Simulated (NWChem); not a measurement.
# C2H5F (SMILES CCF) at 3 levels

Wanted: a comparison of 3 runs (BHLYP/aug-cc-pVDZ, CAM-B3LYP/aug-cc-pVDZ, M06-2X/aug-cc-pVDZ) of C2H5F. 

The results are computed with NWChem 7.3.0.

**1. The structure to begin with**

C2H5F: 8 atoms, total charge 0, spin state singlet. As SMILES, `CCF`. The shape is that of a PBE0-D4/def2-TZVP optimisation.

Bond lengths: C1–C2 1.504 Å, C2–F3 1.386 Å, C1–H4 1.093 Å, C1–H5 1.092 Å, C1–H6 1.091 Å, C2–H7 1.094 Å, C2–H8 1.094 Å. Some angles: C1–C2–F3 110.1°, C1–C2–H7 111.6°, C1–C2–H8 111.6°, F3–C2–H7 107.4°, F3–C2–H8 107.4°, C2–C1–H4 109.9°, C2–C1–H5 110.8°, C2–C1–H6 110.8°, H7–C2–H8 108.6°, H4–C1–H5 108.4°.

**2. Energy and forces at BHLYP/aug-cc-pVDZ (run 1)**

c2h5f.nw

```
echo
start c2h5f
memory 2200 mb

geometry units angstrom noautosym nocenter noautoz
C    -0.431700    0.566900   -0.264600
C     0.378400   -0.599100    0.230500
F     1.663300   -0.186400    0.546500
H    -1.443900    0.237400   -0.512600
H     0.018600    0.998500   -1.160400
H    -0.500300    1.343000    0.499800
H     0.464000   -1.381500   -0.529800
H    -0.056300   -1.036000    1.134800
end

basis spherical bse
* library aug-cc-pVDZ
end

dft
xc bhlyp
grid fine
convergence energy 1e-08
iterations 100
mulliken
end

task dft gradient
```

Started as:

```console
nwchem c2h5f.nw > c2h5f.out
```

Standard output:

```text
[...]
          Wavefunction type:  closed shell.
          No. of atoms     :     8
          No. of electrons :    26
[...]
          Charge           :     0
          Spin multiplicity:     1
[...]
          AO basis - number of functions:   114
[...]
              XC Information
              --------------
                        BHLYP Method XC Functional
                     Hartree-Fock (Exact) Exchange  0.500
                        Slater Exchange Functional  0.500 local
                    Becke 1988 Exchange Functional  0.500 non-local
              Lee-Yang-Parr Correlation Functional  1.000
[...]
 d= 0,ls=0.0,diis     1   -178.9463539796 -2.58D+02  9.20D-03  3.79D-01     3.9
[...]
 d= 0,ls=0.0,diis     8   -178.9916308384 -1.20D-09  3.65D-07  3.59D-09    26.8
         Total DFT energy =     -178.991630838375
      One electron energy =     -402.191889228757
           Coulomb energy =      166.895305971607
    Exchange-Corr. energy =      -23.111022452643
 Nuclear repulsion energy =       79.415974871417
[...]
      Total Density - Mulliken Population Analysis
     ---------------------------------------------
    Atom       Charge   Shell Charges
 -----------   ------   -------------------------------------------------------
    1 C    6     5.46   2.02  0.66  0.15  0.11  2.13  0.37 -0.02  0.05 -0.02
    2 C    6     4.97   2.02  0.67  0.14 -0.09  2.00  0.15 -0.04  0.13  0.01
    3 F    9     9.50   2.01  0.89  1.06  0.10  3.33  1.99  0.09  0.00  0.02
    4 H    1     1.15   0.77  0.41  0.00  0.03 -0.06
    5 H    1     1.17   0.77  0.40  0.01  0.03 -0.04
    6 H    1     1.17   0.77  0.40  0.01  0.03 -0.04
    7 H    1     1.28   0.79  0.51  0.01  0.03 -0.04
    8 H    1     1.28   0.79  0.51  0.01  0.03 -0.04
[...]
  wavefunction    = closed shell
                         DFT ENERGY GRADIENTS
    atom               coordinates                        gradient
                 x          y          z           x          y          z
   1 C      -0.815795   1.071286  -0.500021    0.000219  -0.002136   0.000570
   2 C       0.715072  -1.132135   0.435582    0.005264   0.004166   0.000739
   3 F       3.143181  -0.352245   1.032735   -0.002228  -0.000629  -0.000560
   4 H      -2.728575   0.448621  -0.968674   -0.000761   0.000296  -0.000300
   5 H       0.035149   1.886891  -2.192838    0.000172   0.000310  -0.000550
   6 H      -0.945430   2.537902   0.944485   -0.000124   0.000478   0.000358
   7 H       0.876833  -2.610656  -1.001177   -0.000880  -0.001501  -0.001373
   8 H      -0.106392  -1.957756   2.144461   -0.001663  -0.000985   0.001116
[...]
```

Wall time 37 s (1 thread of AMD EPYC 7R43 (Zen 3), shared host); peak memory 0.11 GiB.

**3. Energy and forces at CAM-B3LYP/aug-cc-pVDZ (run 2)**

run.py

```python
from ase import Atoms
from ase.calculators.nwchem import NWChem

mol = Atoms(['C', 'C', 'F', 'H', 'H', 'H', 'H', 'H'], positions=[
    [-0.431700, 0.566900, -0.264600],
    [0.378400, -0.599100, 0.230500],
    [1.663300, -0.186400, 0.546500],
    [-1.443900, 0.237400, -0.512600],
    [0.018600, 0.998500, -1.160400],
    [-0.500300, 1.343000, 0.499800],
    [0.464000, -1.381500, -0.529800],
    [-0.056300, -1.036000, 1.134800],
])

calc = NWChem(
    label='mymol',
    theory='dft',
    memory='2200 mb',
    basis='aug-cc-pVDZ',
    basispar='spherical bse',
    dft={'xc': 'xcamb88 1.00 lyp 0.81 vwn_5 0.19 hfexch 1.00', 'cam': '0.33 cam_alpha 0.19 cam_beta 0.46', 'mult': '1', 'grid': 'fine', 'convergence': 'energy 1e-08', 'direct': None, 'iterations': '100', 'mulliken': None},
)
mol.calc = calc

forces = mol.get_forces()
print(f"energy = {mol.get_potential_energy():.6f} eV")
print("forces (eV/A):")
for s, f in zip(mol.symbols, forces):
    print(f"{s:2s} {f[0]:10.5f} {f[1]:10.5f} {f[2]:10.5f}")
print("dipole (e A):", mol.get_dipole_moment().round(4))
```

Started as:

```console
export ASE_NWCHEM_COMMAND="nwchem PREFIX.nwi > PREFIX.nwo"
python run.py
```

Standard output:

```text
energy = -4871.078137 eV
forces (eV/A):
C     0.02782    0.03445   -0.00139
C    -0.44264   -0.14722   -0.10578
F     0.48733    0.15262    0.12038
H    -0.16830   -0.07410   -0.03723
H     0.08238    0.07055   -0.15792
H    -0.01023    0.13354    0.14033
H     0.05389   -0.11297   -0.11416
H    -0.03024   -0.05692    0.15571
dipole (e A): [-0.3917 -0.08   -0.1058]
```

The calculator wrote mymol.nwi:

```
title "mymol"

permanent_dir mymol

scratch_dir mymol

start mymol

geometry units angstrom nocenter noautosym noautoz
  C  -4.3169999999999997e-01 5.6689999999999996e-01 -2.6460000000000000e-01
  C  3.7840000000000001e-01 -5.9909999999999997e-01 2.3050000000000001e-01
  F  1.6633000000000000e+00 -1.8640000000000001e-01 5.4649999999999999e-01
  H  -1.4439000000000000e+00 2.3740000000000000e-01 -5.1259999999999994e-01
  H  1.8599999999999998e-02 9.9850000000000005e-01 -1.1604000000000001e+00
  H  -5.0029999999999997e-01 1.3430000000000000e+00 4.9980000000000002e-01
  H  4.6400000000000002e-01 -1.3815000000000000e+00 -5.2980000000000005e-01
  H  -5.6300000000000003e-02 -1.0360000000000000e+00 1.1348000000000000e+00
end

memory 2200 mb

basis spherical bse noprint
   * library aug-cc-pVDZ
end

dft
  xc xcamb88 1.00 lyp 0.81 vwn_5 0.19 hfexch 1.00
  cam 0.33 cam_alpha 0.19 cam_beta 0.46
  mult 1
  grid fine
  convergence energy 1e-08
  direct
  iterations 100
  mulliken
end

task dft gradient
```

mymol.nwo:

```text
Northwest Computational Chemistry Package (NWChem) 7.3.0
             --------------------------------------------------------

           Job information
           ---------------

    nwchem branch   = 7.3.0
    use scalapack   = T
    input           = mymol.nwi
    prefix          = mymol.
    data base       = mymol/mymol.db
    status          = startup
    nproc           =        1

           Memory information
           ------------------

    heap     =     72089596 doubles =      550.0 Mbytes
    stack    =     72089601 doubles =      550.0 Mbytes
    global   =    144179200 doubles =     1100.0 Mbytes (distinct from heap & stack)
    total    =    288358397 doubles =     2200.0 Mbytes
    verify   = yes
    hardfail = no

[... 108 lines left out ...]
  convergence criterion.
[... 46 lines left out ...]
          Spatial weights used:  Erf1
[... 72 lines left out ...]
         Total DFT energy =     -179.008821256330
[... 3 lines left out ...]
 Nuclear repulsion energy =       79.415974871417
[... 870 lines left out ...]
          Convergence on gradient requested:  5.00D-04
[... 32 lines left out ...]
          total energy or number of iterations.
[... 32 lines left out ...]
                         DFT ENERGY GRADIENTS

    atom               coordinates                        gradient
                 x          y          z           x          y          z
   1 C      -0.815795   1.071286  -0.500021   -0.000541  -0.000670   0.000027
   2 C       0.715072  -1.132135   0.435582    0.008608   0.002863   0.002057
   3 F       3.143181  -0.352245   1.032735   -0.009477  -0.002968  -0.002341
[... 4 lines of this table left out ...]
   8 H      -0.106392  -1.957756   2.144461    0.000588   0.001107  -0.003028

                 ----------------------------------------
                 |  Time  |  1-e(secs)   |  2-e(secs)   |
                 ----------------------------------------
                 |  CPU   |       0.01   |      65.88   |
                 ----------------------------------------
                 |  WALL  |       0.01   |      65.88   |
                 ----------------------------------------

 Task  times  cpu:      165.6s     wall:      165.6s
 Total times  cpu:      165.6s     wall:      165.6s
```

Run time: 2.8 min. Hardware: 1 thread of AMD EPYC 7R43 (Zen 3), shared host; peak memory 0.11 GiB.

**4. Energy and forces at M06-2X/aug-cc-pVDZ (run 3)**

geom.nw

```
start geom
memory 2200 mb
charge 0
geometry units angstrom noautosym nocenter noautoz
  C    -0.431700    0.566900   -0.264600
  C     0.378400   -0.599100    0.230500
  F     1.663300   -0.186400    0.546500
  H    -1.443900    0.237400   -0.512600
  H     0.018600    0.998500   -1.160400
  H    -0.500300    1.343000    0.499800
  H     0.464000   -1.381500   -0.529800
  H    -0.056300   -1.036000    1.134800
end
basis spherical bse
  C library aug-cc-pVDZ
  F library aug-cc-pVDZ
  H library aug-cc-pVDZ
end
dft
  xc m06-2x
  grid fine
  convergence energy 1e-08
  iterations 100
  mulliken
end
task dft gradient
```

Started as:

```console
nwchem geom.nw > geom.out
```

Standard output:

```text
[...]
          Wavefunction type:  closed shell.
          No. of atoms     :     8
          No. of electrons :    26
[...]
          Charge           :     0
          Spin multiplicity:     1
[...]
          AO basis - number of functions:   114
[...]
              XC Information
              --------------
                       M06-2X Method XC Functional
                     Hartree-Fock (Exact) Exchange  0.540
                        M06-2X Exchange Functional  1.000
                      M06-2X Correlation Potential  1.000
[...]
 d= 0,ls=0.0,diis     1   -178.9561383149 -2.58D+02  1.18D-02  3.92D-01     4.4
[...]
 d= 0,ls=0.0,diis     8   -179.0024292907 -2.32D-09  7.74D-07  1.39D-08    30.6
         Total DFT energy =     -179.002429290680
      One electron energy =     -402.121072908338
           Coulomb energy =      166.804519449485
    Exchange-Corr. energy =      -23.101850703244
 Nuclear repulsion energy =       79.415974871417
[...]
      Total Density - Mulliken Population Analysis
     ---------------------------------------------
    Atom       Charge   Shell Charges
 -----------   ------   -------------------------------------------------------
    1 C    6     5.37   2.02  0.66  0.12  0.12  2.14  0.32 -0.03  0.04 -0.02
    2 C    6     4.98   2.02  0.67  0.15 -0.09  2.01  0.15 -0.04  0.12  0.01
    3 F    9     9.43   2.01  0.89  1.05  0.08  3.32  1.98  0.08  0.00  0.02
    4 H    1     1.18   0.77  0.44  0.01  0.03 -0.06
    5 H    1     1.21   0.77  0.44  0.01  0.03 -0.05
    6 H    1     1.21   0.77  0.44  0.01  0.03 -0.05
    7 H    1     1.31   0.79  0.54  0.01  0.02 -0.05
    8 H    1     1.31   0.79  0.54  0.01  0.02 -0.05
[...]
  wavefunction    = closed shell
                         DFT ENERGY GRADIENTS
    atom               coordinates                        gradient
                 x          y          z           x          y          z
   1 C      -0.815795   1.071286  -0.500021    0.000774  -0.002305   0.000777
   2 C       0.715072  -1.132135   0.435582    0.004057   0.003525   0.000497
   3 F       3.143181  -0.352245   1.032735   -0.005299  -0.002114  -0.001212
   4 H      -2.728575   0.448621  -0.968674    0.002567   0.001416   0.000508
   5 H       0.035149   1.886891  -2.192838   -0.001666  -0.000903   0.002521
   6 H      -0.945430   2.537902   0.944485   -0.000102  -0.001970  -0.002521
   7 H       0.876833  -2.610656  -1.001177   -0.000868   0.001644   0.001971
   8 H      -0.106392  -1.957756   2.144461    0.000538   0.000707  -0.002541
[...]
```

Wall time 45 s (1 thread of AMD EPYC 7R43 (Zen 3), shared host); peak memory 0.12 GiB.

**5. The series**

```tsv
run	level	energy (Eh)	dipole moment (D)	HOMO energy (eV)	LUMO energy (eV)	wall time
1	BHLYP/aug-cc-pVDZ	-178.991631	2.03	-11.01	0.22	37 s
2	CAM-B3LYP/aug-cc-pVDZ	-179.008821	1.99	-10.89	0.34	2.8 min
3	M06-2X/aug-cc-pVDZ	-179.002429	1.95	-10.91	-0.04	45 s
```

**6. Outcome**

| quantity | value |
| --- | --- |
| run 3: total energy | -179.00243 Eh |
| run 3: dipole moment | 1.95 D |
| run 3: HOMO energy | -10.91 eV |
| run 3: LUMO energy | -0.04 eV |
| run 3: HOMO–LUMO gap | 10.86 eV |
| run 3: largest force on an atom | 0.300 eV/Å |

**Reading.** The dipole moment (its size) runs from 1.95 D (M06-2X/aug-cc-pVDZ) to 2.03 D (BHLYP/aug-cc-pVDZ). The HOMO–LUMO gap runs from 10.86 eV (M06-2X/aug-cc-pVDZ) to 11.24 eV (BHLYP/aug-cc-pVDZ). Totals of different functionals can't be ranked against each other. All runs together took 4.1 min, the longest 2.8 min.
